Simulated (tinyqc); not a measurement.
Inside a calculation (part 2 of 2). Method: UKS/B3LYP (VWN-RPA form) in the sto-6g basis, for H2O, spin multiplicity 3. Computed by tinyqc, a small Python program that keeps every step (integrals from PySCF). Command: `OMP_NUM_THREADS=1 python tinyqc.py 24363 24364 out.jsonl` (the two numbers bound the seeds that draw the settings). One thread of a shared host (Intel(R) Xeon(R) Processor @ 2.60GHz), about 4 s of CPU time with the checks.

Geometry (angstrom):
```
atom,x,y,z
O,0.00000,0.00000,0.00000
H,0.00000,1.06400,0.87400
H,0.00000,-1.06400,0.87400
```

## Iteration 2: building the Kohn-Sham matrix

D(alpha) after iteration 1:
```
,1O 1s,1O 2s,1O 2px,1O 2py,1O 2pz,2H 1s,3H 1s
1O 1s,1.05969,-0.26586,0.00000,0.00000,-0.01263,0.04190,0.04190
1O 2s,-0.26586,1.20104,0.00000,0.00000,0.08431,-0.27963,-0.27963
1O 2px,0.00000,0.00000,1.00000,0.00000,0.00000,0.00000,0.00000
1O 2py,0.00000,0.00000,0.00000,0.05729,0.00000,0.16172,-0.16172
1O 2pz,-0.01263,0.08431,0.00000,0.00000,1.04916,-0.16304,-0.16304
2H 1s,0.04190,-0.27963,0.00000,0.16172,-0.16304,0.99728,0.08428
3H 1s,0.04190,-0.27963,0.00000,-0.16172,-0.16304,0.08428,0.99728
```

D(beta) after iteration 1:
```
,1O 1s,1O 2s,1O 2px,1O 2py,1O 2pz,2H 1s,3H 1s
1O 1s,1.05810,-0.25647,0.00000,0.00000,0.02561,0.02587,0.02587
1O 2s,-0.25647,1.14570,0.00000,0.00000,-0.14114,-0.18514,-0.18514
1O 2px,0.00000,0.00000,0.00000,0.00000,0.00000,0.00000,0.00000
1O 2py,0.00000,0.00000,0.00000,0.14109,0.00000,0.23200,-0.23200
1O 2pz,0.02561,-0.14114,0.00000,0.00000,0.13076,0.22187,0.22187
2H 1s,0.02587,-0.18514,0.00000,0.23200,0.22187,0.76094,-0.00204
3H 1s,0.02587,-0.18514,0.00000,-0.23200,0.22187,-0.00204,0.76094
```

core Hamiltonian H = T + V (hartree):
```
,1O 1s,1O 2s,1O 2px,1O 2py,1O 2pz,2H 1s,3H 1s
1O 1s,-32.69974,-7.22497,0.00000,0.00000,-0.01008,-0.66146,-0.66146
1O 2s,-7.22497,-8.92565,0.00000,0.00000,-0.11950,-1.73523,-1.73523
1O 2px,0.00000,0.00000,-7.20366,0.00000,0.00000,0.00000,0.00000
1O 2py,0.00000,0.00000,0.00000,-7.26260,0.00000,-1.06532,1.06532
1O 2pz,-0.01008,-0.11950,0.00000,0.00000,-7.24343,-0.89730,-0.89730
2H 1s,-0.66146,-1.73523,0.00000,-1.06532,-0.89730,-3.77366,-0.49571
3H 1s,-0.66146,-1.73523,0.00000,1.06532,-0.89730,-0.49571,-3.77366
```

nuclear repulsion = 6.3976829 hartree

V_xc(alpha) (hartree):
```
,1O 1s,1O 2s,1O 2px,1O 2py,1O 2pz,2H 1s,3H 1s
1O 1s,-2.50565,-0.30416,0.00000,0.00000,-0.00038,-0.03047,-0.03047
1O 2s,-0.30416,-0.62308,0.00000,0.00000,-0.00692,-0.11793,-0.11793
1O 2px,0.00000,0.00000,-0.64470,0.00000,0.00000,0.00000,0.00000
1O 2py,0.00000,0.00000,0.00000,-0.57289,0.00000,-0.07836,0.07836
1O 2pz,-0.00038,-0.00692,0.00000,0.00000,-0.65168,-0.06962,-0.06962
2H 1s,-0.03047,-0.11793,0.00000,-0.07836,-0.06962,-0.43274,-0.03426
3H 1s,-0.03047,-0.11793,0.00000,0.07836,-0.06962,-0.03426,-0.43274
```

V_xc(beta) (hartree):
```
,1O 1s,1O 2s,1O 2px,1O 2py,1O 2pz,2H 1s,3H 1s
1O 1s,-2.48646,-0.28958,0.00000,0.00000,0.00177,-0.02920,-0.02920
1O 2s,-0.28958,-0.53613,0.00000,0.00000,0.00536,-0.10672,-0.10672
1O 2px,0.00000,0.00000,-0.51854,0.00000,0.00000,0.00000,0.00000
1O 2py,0.00000,0.00000,0.00000,-0.54357,0.00000,-0.07577,0.07577
1O 2pz,0.00177,0.00536,0.00000,0.00000,-0.54640,-0.06290,-0.06290
2H 1s,-0.02920,-0.10672,0.00000,-0.07577,-0.06290,-0.41459,-0.03221
3H 1s,-0.02920,-0.10672,0.00000,0.07577,-0.06290,-0.03221,-0.41459
```

E_xc = sum of w rho eps_xc = -7.2509187 hartree

Given earlier and not repeated: Two-electron integrals (ij|kl) in chemists' order.

J_ij = sum D_kl (ij|kl) with D = D(alpha) + D(beta), K_ij = sum D_kl (ik|jl) for each spin; F = H + J - 0.2 K(s) + V_xc; E = tr D H + tr D J / 2 - 0.1 sum_s tr D(s) K(s) + E_xc + E_nn.

Coulomb J (hartree):
```
,1O 1s,1O 2s,1O 2px,1O 2py,1O 2pz,2H 1s,3H 1s
1O 1s,15.93601,2.76467,0.00000,0.00000,0.01224,0.25929,0.25929
1O 2s,2.76467,7.19768,0.00000,0.00000,0.16265,1.45307,1.45307
1O 2px,0.00000,0.00000,7.17038,0.00000,0.00000,0.00000,0.00000
1O 2py,0.00000,0.00000,0.00000,7.18250,0.00000,0.98425,-0.98425
1O 2pz,0.01224,0.16265,0.00000,0.00000,7.24015,0.84551,0.84551
2H 1s,0.25929,1.45307,0.00000,0.98425,0.84551,4.23932,0.44895
3H 1s,0.25929,1.45307,0.00000,-0.98425,0.84551,0.44895,4.23932
```

exchange K(alpha) (hartree):
```
,1O 1s,1O 2s,1O 2px,1O 2py,1O 2pz,2H 1s,3H 1s
1O 1s,4.91476,0.75760,0.00000,0.00000,0.00112,0.07590,0.07590
1O 2s,0.75760,1.27847,0.00000,0.00000,0.02423,0.27099,0.27099
1O 2px,0.00000,0.00000,1.14038,0.00000,0.00000,0.00000,0.00000
1O 2py,0.00000,0.00000,0.00000,0.45887,0.00000,0.18827,-0.18827
1O 2pz,0.00112,0.02423,0.00000,0.00000,1.15376,0.14831,0.14831
2H 1s,0.07590,0.27099,0.00000,0.18827,0.14831,0.78827,0.08490
3H 1s,0.07590,0.27099,0.00000,-0.18827,0.14831,0.08490,0.78827
```

exchange K(beta) (hartree):
```
,1O 1s,1O 2s,1O 2px,1O 2py,1O 2pz,2H 1s,3H 1s
1O 1s,4.86589,0.68864,0.00000,0.00000,0.00131,0.06931,0.06931
1O 2s,0.68864,0.97036,0.00000,0.00000,-0.03772,0.23681,0.23681
1O 2px,0.00000,0.00000,0.22339,0.00000,0.00000,0.00000,0.00000
1O 2py,0.00000,0.00000,0.00000,0.47283,0.00000,0.20479,-0.20479
1O 2pz,0.00131,-0.03772,0.00000,0.00000,0.43195,0.17866,0.17866
2H 1s,0.06931,0.23681,0.00000,0.20479,0.17866,0.68680,0.07493
3H 1s,0.06931,0.23681,0.00000,-0.20479,0.17866,0.07493,0.68680
```

F(alpha) (hartree):
```
,1O 1s,1O 2s,1O 2px,1O 2py,1O 2pz,2H 1s,3H 1s
1O 1s,-20.25234,-4.91597,0.00000,0.00000,0.00155,-0.44782,-0.44782
1O 2s,-4.91597,-2.60674,0.00000,0.00000,0.03139,-0.45429,-0.45429
1O 2px,0.00000,0.00000,-0.90605,0.00000,0.00000,0.00000,0.00000
1O 2py,0.00000,0.00000,0.00000,-0.74476,0.00000,-0.19709,0.19709
1O 2pz,0.00155,0.03139,0.00000,0.00000,-0.88572,-0.15108,-0.15108
2H 1s,-0.44782,-0.45429,0.00000,-0.19709,-0.15108,-0.12472,-0.09799
3H 1s,-0.44782,-0.45429,0.00000,0.19709,-0.15108,-0.09799,-0.12472
```

F(beta) (hartree):
```
,1O 1s,1O 2s,1O 2px,1O 2py,1O 2pz,2H 1s,3H 1s
1O 1s,-20.22337,-4.88760,0.00000,0.00000,0.00367,-0.44523,-0.44523
1O 2s,-4.88760,-2.45817,0.00000,0.00000,0.05606,-0.43624,-0.43624
1O 2px,0.00000,0.00000,-0.59649,0.00000,0.00000,0.00000,0.00000
1O 2py,0.00000,0.00000,0.00000,-0.71823,0.00000,-0.19780,0.19780
1O 2pz,0.00367,0.05606,0.00000,0.00000,-0.63607,-0.15042,-0.15042
2H 1s,-0.44523,-0.43624,0.00000,-0.19780,-0.15042,-0.08629,-0.09396
3H 1s,-0.44523,-0.43624,0.00000,0.19780,-0.15042,-0.09396,-0.08629
```

total energy of this density = -75.1197257 hartree

## Iteration 2: DIIS over 2 matrices

error matrix X^T (FDS - SDF) X (alpha):
```
,1,2,3,4,5,6,7
1,0.00000,0.00000,0.00000,0.00000,0.00000,0.00000,0.00000
2,0.00000,0.00000,0.00000,0.00000,0.00000,0.00000,0.00000
3,0.00000,0.00000,0.00000,0.00000,0.00000,0.00000,0.00000
4,0.00000,0.00000,0.00000,0.00000,0.00000,-0.28323,0.28323
5,0.00000,0.00000,0.00000,0.00000,0.00000,0.00000,0.00000
6,0.00000,0.00000,0.00000,0.28323,0.00000,0.00000,0.00000
7,0.00000,0.00000,0.00000,-0.28323,0.00000,0.00000,0.00000
```

B (overlaps of the stored error matrices):
```
,1,2
1,3.2284159e-01,-4.7995096e-01
2,-4.7995096e-01,9.7291913e-01
```

Minimise |sum c_i e_i|^2 with sum c_i = 1: solve [B -1; -1 0][c; lambda] = [0; -1] with B_ij = tr e_i^T e_j summed over both spins, and take F = sum c_i F_i.

DIIS coefficients: 0.64410  0.35590

extrapolated F(alpha) (hartree):
```
,1O 1s,1O 2s,1O 2px,1O 2py,1O 2pz,2H 1s,3H 1s
1O 1s,-19.00634,-4.65390,0.00000,0.00000,-0.00192,-0.42413,-0.42413
1O 2s,-4.65390,-1.92287,0.00000,0.00000,-0.03512,-0.36983,-0.36983
1O 2px,0.00000,0.00000,-0.22060,0.00000,0.00000,0.00000,0.00000
1O 2py,0.00000,0.00000,0.00000,-0.13458,0.00000,-0.15060,0.15060
1O 2pz,-0.00192,-0.03512,0.00000,0.00000,-0.17559,-0.13035,-0.13035
2H 1s,-0.42413,-0.36983,0.00000,-0.15060,-0.13035,-0.23935,-0.10449
3H 1s,-0.42413,-0.36983,0.00000,0.15060,-0.13035,-0.10449,-0.23935
```

extrapolated F(beta) (hartree):
```
,1O 1s,1O 2s,1O 2px,1O 2py,1O 2pz,2H 1s,3H 1s
1O 1s,-18.98512,-4.63290,0.00000,0.00000,-0.00106,-0.42227,-0.42227
1O 2s,-4.63290,-1.81474,0.00000,0.00000,-0.02489,-0.34773,-0.34773
1O 2px,0.00000,0.00000,0.06796,0.00000,0.00000,0.00000,0.00000
1O 2py,0.00000,0.00000,0.00000,-0.10425,0.00000,-0.14124,0.14124
1O 2pz,-0.00106,-0.02489,0.00000,0.00000,-0.06561,-0.12017,-0.12017
2H 1s,-0.42227,-0.34773,0.00000,-0.14124,-0.12017,-0.08783,-0.08203
3H 1s,-0.42227,-0.34773,0.00000,0.14124,-0.12017,-0.08203,-0.08783
```

## Iteration 2: diagonalisation and new density

X:
```
,1O 1s,1O 2s,1O 2px,1O 2py,1O 2pz,2H 1s,3H 1s
1O 1s,1.02160,-0.12537,0.00000,0.00000,-0.00339,0.01231,0.01231
1O 2s,-0.12537,1.07218,0.00000,0.00000,0.03027,-0.13198,-0.13198
1O 2px,0.00000,0.00000,1.00000,0.00000,0.00000,0.00000,0.00000
1O 2py,0.00000,0.00000,0.00000,1.02909,0.00000,-0.10397,0.10397
1O 2pz,-0.00339,0.03027,0.00000,0.00000,1.01785,-0.07814,-0.07814
2H 1s,0.01231,-0.13198,0.00000,-0.10397,-0.07814,1.05064,-0.03368
3H 1s,0.01231,-0.13198,0.00000,0.10397,-0.07814,-0.03368,1.05064
```

Diagonalise F' = X^T F X, C = X C', fill 6 alpha and 4 beta electrons from the bottom; D(s) = C_occ C_occ^T. Each column has its largest component positive (the first on a tie).

F' = X^T F X (alpha) (hartree):
```
,1,2,3,4,5,6,7
1,-18.69330,-2.38307,0.00000,0.00000,-0.01209,-0.03237,-0.03237
2,-2.38307,-1.08909,0.00000,0.00000,0.00536,-0.15475,-0.15475
3,0.00000,0.00000,-0.22060,0.00000,0.00000,0.00000,0.00000
4,0.00000,0.00000,0.00000,-0.08098,0.00000,-0.14170,0.14170
5,-0.01209,0.00536,0.00000,0.00000,-0.14477,-0.10253,-0.10253
6,-0.03237,-0.15475,0.00000,-0.14170,-0.10253,-0.13825,-0.04469
7,-0.03237,-0.15475,0.00000,0.14170,-0.10253,-0.04469,-0.13825
```

orbital energies (alpha) (hartree): MO1 -19.01049, MO2 -0.84199, MO3 -0.28777, MO4 -0.26941, MO5 -0.22060, MO6 0.01180, MO7 0.11323

coefficients C (alpha):
```
,MO1,MO2,MO3,MO4,MO5,MO6,MO7
1O 1s,0.99620,-0.24132,0.00000,0.07061,0.00000,-0.06366,0.00000
1O 2s,0.01638,0.96530,0.00000,-0.36574,0.00000,0.36770,0.00000
1O 2px,0.00000,0.00000,0.00000,0.00000,1.00000,0.00000,0.00000
1O 2py,0.00000,0.00000,0.61059,0.00000,0.00000,0.00000,0.84133
1O 2pz,0.00083,0.05117,0.00000,0.67627,0.00000,0.76759,0.00000
2H 1s,-0.00241,0.09691,0.47824,0.42434,0.00000,-0.59272,-0.60826
3H 1s,-0.00241,0.09691,-0.47824,0.42434,0.00000,-0.59272,0.60826
```

F' = X^T F X (beta) (hartree):
```
,1,2,3,4,5,6,7
1,-18.67482,-2.37678,0.00000,0.00000,-0.01263,-0.03195,-0.03195
2,-2.37678,-0.97584,0.00000,0.00000,0.02014,-0.16880,-0.16880
3,0.00000,0.00000,0.06796,0.00000,0.00000,0.00000,0.00000
4,0.00000,0.00000,0.00000,-0.05008,0.00000,-0.14885,0.14885
5,-0.01263,0.02014,0.00000,0.00000,-0.03143,-0.11512,-0.11512
6,-0.03195,-0.16880,0.00000,-0.14885,-0.11512,0.02100,-0.03362
7,-0.03195,-0.16880,0.00000,0.14885,-0.11512,-0.03362,0.02100
```

orbital energies (beta) (hartree): MO1 -18.98875, MO2 -0.73706, MO3 -0.21465, MO4 -0.15231, MO5 0.06796, MO6 0.18341, MO7 0.21919

coefficients C (beta):
```
,MO1,MO2,MO3,MO4,MO5,MO6,MO7
1O 1s,0.99646,-0.24086,0.00000,0.06135,0.00000,-0.07053,0.00000
1O 2s,0.01528,0.96757,0.00000,-0.31919,0.00000,0.40339,0.00000
1O 2px,0.00000,0.00000,0.00000,0.00000,1.00000,0.00000,0.00000
1O 2py,0.00000,0.00000,0.72017,0.00000,0.00000,0.00000,0.74967
1O 2pz,0.00072,0.03805,0.00000,0.74214,0.00000,0.70494,0.00000
2H 1s,-0.00223,0.09517,0.39032,0.37146,0.00000,-0.62748,-0.66808
3H 1s,-0.00223,0.09517,-0.39032,0.37146,0.00000,-0.62748,0.66808
```

D(alpha) after iteration 2:
```
,1O 1s,1O 2s,1O 2px,1O 2py,1O 2pz,2H 1s,3H 1s
1O 1s,1.05969,-0.26586,0.00000,0.00000,-0.01263,0.04190,0.04190
1O 2s,-0.26586,1.20104,0.00000,0.00000,0.08431,-0.27963,-0.27963
1O 2px,0.00000,0.00000,1.00000,0.00000,0.00000,0.00000,0.00000
1O 2py,0.00000,0.00000,0.00000,0.37282,0.00000,0.29200,-0.29200
1O 2pz,-0.01263,0.08431,0.00000,0.00000,1.04916,-0.16304,-0.16304
2H 1s,0.04190,-0.27963,0.00000,0.29200,-0.16304,0.76949,0.31207
3H 1s,0.04190,-0.27963,0.00000,-0.29200,-0.16304,0.31207,0.76949
```

D(beta) after iteration 2:
```
,1O 1s,1O 2s,1O 2px,1O 2py,1O 2pz,2H 1s,3H 1s
1O 1s,1.05472,-0.23741,0.00000,0.00000,0.03709,-0.00236,-0.00236
1O 2s,-0.23741,1.03832,0.00000,0.00000,-0.20006,-0.02651,-0.02651
1O 2px,0.00000,0.00000,0.00000,0.00000,0.00000,0.00000,0.00000
1O 2py,0.00000,0.00000,0.00000,0.51865,0.00000,0.28110,-0.28110
1O 2pz,0.03709,-0.20006,0.00000,0.00000,0.55221,0.27929,0.27929
2H 1s,-0.00236,-0.02651,0.00000,0.28110,0.27929,0.29940,-0.00531
3H 1s,-0.00236,-0.02651,0.00000,-0.28110,0.27929,-0.00531,0.29940
```

## Iteration 10 (converged): orbitals

converged F(alpha) (hartree):
```
,1O 1s,1O 2s,1O 2px,1O 2py,1O 2pz,2H 1s,3H 1s
1O 1s,-19.24168,-4.70135,0.00000,0.00000,-0.00624,-0.42875,-0.42875
1O 2s,-4.70135,-2.03006,0.00000,0.00000,-0.04372,-0.38624,-0.38624
1O 2px,0.00000,0.00000,-0.32866,0.00000,0.00000,0.00000,0.00000
1O 2py,0.00000,0.00000,0.00000,-0.23686,0.00000,-0.17412,0.17412
1O 2pz,-0.00624,-0.04372,0.00000,0.00000,-0.28236,-0.13650,-0.13650
2H 1s,-0.42875,-0.38624,0.00000,-0.17412,-0.13650,-0.24338,-0.10185
3H 1s,-0.42875,-0.38624,0.00000,0.17412,-0.13650,-0.10185,-0.24338
```

converged F(beta) (hartree):
```
,1O 1s,1O 2s,1O 2px,1O 2py,1O 2pz,2H 1s,3H 1s
1O 1s,-19.21719,-4.67979,0.00000,0.00000,-0.00364,-0.42676,-0.42676
1O 2s,-4.67979,-1.91869,0.00000,0.00000,-0.01247,-0.37272,-0.37272
1O 2px,0.00000,0.00000,-0.03359,0.00000,0.00000,0.00000,0.00000
1O 2py,0.00000,0.00000,0.00000,-0.21528,0.00000,-0.16639,0.16639
1O 2pz,-0.00364,-0.01247,0.00000,0.00000,-0.17138,-0.14130,-0.14130
2H 1s,-0.42676,-0.37272,0.00000,-0.16639,-0.14130,-0.13466,-0.08779
3H 1s,-0.42676,-0.37272,0.00000,0.16639,-0.14130,-0.08779,-0.13466
```

As before.

F' = X^T F X (alpha) (hartree):
```
,1,2,3,4,5,6,7
1,-18.92855,-2.39102,0.00000,0.00000,-0.01513,-0.03305,-0.03305
2,-2.39102,-1.19485,0.00000,0.00000,-0.00556,-0.15765,-0.15765
3,0.00000,0.00000,-0.32866,0.00000,0.00000,0.00000,0.00000
4,0.00000,0.00000,0.00000,-0.17939,0.00000,-0.15676,0.15676
5,-0.01513,-0.00556,0.00000,0.00000,-0.25388,-0.09967,-0.09967
6,-0.03305,-0.15765,0.00000,-0.15676,-0.09967,-0.13599,-0.04299
7,-0.03305,-0.15765,0.00000,0.15676,-0.09967,-0.04299,-0.13599
```

orbital energies (alpha) (hartree): MO1 -19.24559, MO2 -0.94148, MO3 -0.36205, MO4 -0.33462, MO5 -0.32866, MO6 -0.03458, MO7 0.08966

coefficients C (alpha):
```
,MO1,MO2,MO3,MO4,MO5,MO6,MO7
1O 1s,0.99633,-0.24401,0.00000,0.05460,0.00000,0.06704,0.00000
1O 2s,0.01584,0.98294,0.00000,-0.28150,0.00000,-0.39417,0.00000
1O 2px,0.00000,0.00000,0.00000,0.00000,1.00000,0.00000,0.00000
1O 2py,0.00000,0.00000,0.70071,0.00000,0.00000,0.00000,0.76789
1O 2pz,0.00105,0.06173,0.00000,0.80275,0.00000,-0.63320,0.00000
2H 1s,-0.00235,0.07056,0.40733,0.31329,0.00000,0.66154,-0.65785
3H 1s,-0.00235,0.07056,-0.40733,0.31329,0.00000,0.66154,0.65785
```

F' = X^T F X (beta) (hartree):
```
,1,2,3,4,5,6,7
1,-18.90670,-2.38548,0.00000,0.00000,-0.01704,-0.03183,-0.03183
2,-2.38548,-1.07329,0.00000,0.00000,0.03663,-0.17755,-0.17755
3,0.00000,0.00000,-0.03359,0.00000,0.00000,0.00000,0.00000
4,0.00000,0.00000,0.00000,-0.15779,0.00000,-0.16095,0.16095
5,-0.01704,0.03663,0.00000,0.00000,-0.13400,-0.12726,-0.12726
6,-0.03183,-0.17755,0.00000,-0.16095,-0.12726,-0.01799,-0.03326
7,-0.03183,-0.17755,0.00000,0.16095,-0.12726,-0.03326,-0.01799
```

orbital energies (beta) (hartree): MO1 -19.22060, MO2 -0.83548, MO3 -0.31476, MO4 -0.25410, MO5 -0.03359, MO6 0.14494, MO7 0.17225

coefficients C (beta):
```
,MO1,MO2,MO3,MO4,MO5,MO6,MO7
1O 1s,0.99659,-0.24155,0.00000,0.05125,0.00000,-0.07437,0.00000
1O 2s,0.01476,0.97348,0.00000,-0.27144,0.00000,0.42364,0.00000
1O 2px,0.00000,0.00000,0.00000,0.00000,1.00000,0.00000,0.00000
1O 2py,0.00000,0.00000,0.76368,0.00000,0.00000,0.00000,0.70530
1O 2pz,0.00082,0.02104,0.00000,0.78719,0.00000,0.65502,0.00000
2H 1s,-0.00215,0.08829,0.34971,0.33168,0.00000,-0.65036,-0.69021
3H 1s,-0.00215,0.08829,-0.34971,0.33168,0.00000,-0.65036,0.69021
```

D(alpha) after iteration 10:
```
,1O 1s,1O 2s,1O 2px,1O 2py,1O 2pz,2H 1s,3H 1s
1O 1s,1.05969,-0.26586,0.00000,0.00000,-0.01263,0.04190,0.04190
1O 2s,-0.26586,1.20104,0.00000,0.00000,0.08431,-0.27963,-0.27963
1O 2px,0.00000,0.00000,1.00000,0.00000,0.00000,0.00000,0.00000
1O 2py,0.00000,0.00000,0.00000,0.49099,0.00000,0.28542,-0.28542
1O 2pz,-0.01263,0.08431,0.00000,0.00000,1.04916,-0.16304,-0.16304
2H 1s,0.04190,-0.27963,0.00000,0.28542,-0.16304,0.70669,0.37486
3H 1s,0.04190,-0.27963,0.00000,-0.28542,-0.16304,0.37486,0.70669
```

D(beta) after iteration 10:
```
,1O 1s,1O 2s,1O 2px,1O 2py,1O 2pz,2H 1s,3H 1s
1O 1s,1.05416,-0.23435,0.00000,0.00000,0.03608,-0.00647,-0.00647
1O 2s,-0.23435,1.02157,0.00000,0.00000,-0.19318,-0.00412,-0.00412
1O 2px,0.00000,0.00000,0.00000,0.00000,0.00000,0.00000,0.00000
1O 2py,0.00000,0.00000,0.00000,0.58321,0.00000,0.26706,-0.26706
1O 2pz,0.03608,-0.19318,0.00000,0.00000,0.62011,0.26295,0.26295
2H 1s,-0.00647,-0.00412,0.00000,0.26706,0.26295,0.24011,-0.00448
3H 1s,-0.00647,-0.00412,0.00000,-0.26706,0.26295,-0.00448,0.24011
```

## Convergence

Stop when the energy changes by less than 1e-08 hartree and every element of the error matrix X^T (F D S - S D F) X (for each spin) is below 3e-05.

Course of the cycle:
```
iteration,E (hartree),change,largest element of the error matrix
1,-75.1166783,-,1.53e-01
2,-75.1197257,-3.05e-03,3.07e-01
3,-75.7927850,-6.73e-01,6.96e-02
4,-75.8078200,-1.50e-02,3.65e-02
5,-75.8128894,-5.07e-03,5.16e-03
6,-75.8129266,-3.72e-05,4.40e-03
7,-75.8130158,-8.92e-05,1.45e-03
8,-75.8130258,-1.00e-05,3.38e-04
9,-75.8130264,-5.91e-07,4.65e-06
10,-75.8130264,-1.10e-10,1.17e-08
```

PySCF UKS in the same basis, fine grid, after a stability check = -75.8126609 hartree

Converged in 10 iterations. The coarse grid moves the energy by -3.66e-04 hartree.

## Populations, bond orders and dipole

overlap S:
```
,1O 1s,1O 2s,1O 2px,1O 2py,1O 2pz,2H 1s,3H 1s
1O 1s,1.00000,0.23114,0.00000,0.00000,0.00000,0.02102,0.02102
1O 2s,0.23114,1.00000,0.00000,0.00000,0.00000,0.24959,0.24959
1O 2px,0.00000,0.00000,1.00000,0.00000,0.00000,0.00000,0.00000
1O 2py,0.00000,0.00000,0.00000,1.00000,0.00000,0.18352,-0.18352
1O 2pz,0.00000,0.00000,0.00000,0.00000,1.00000,0.15075,0.15075
2H 1s,0.02102,0.24959,0.00000,0.18352,0.15075,1.00000,0.09748
3H 1s,0.02102,0.24959,0.00000,-0.18352,0.15075,0.09748,1.00000
```

Mulliken: Z minus the diagonal of D S on the atom; Loewdin: the same with S^(1/2) D S^(1/2); Mayer order: 2 sum_s sum (D(s) S)_ij (D(s) S)_ji over the two atoms.

Charges (e):
```
atom,Mulliken,Loewdin,Mulliken spin
1O,0.05856,0.08553,1.25007
2H,-0.02928,-0.04277,0.37497
3H,-0.02928,-0.04277,0.37497
```

Mayer bond orders:
```
pair,order
2-1,0.68094
3-1,0.68094
3-2,0.17760
```

dipole moment about the origin, x y z (debye): 0.00000  0.00000  0.00873

<S^2> of the determinant (pure state: 2) = 2.00728
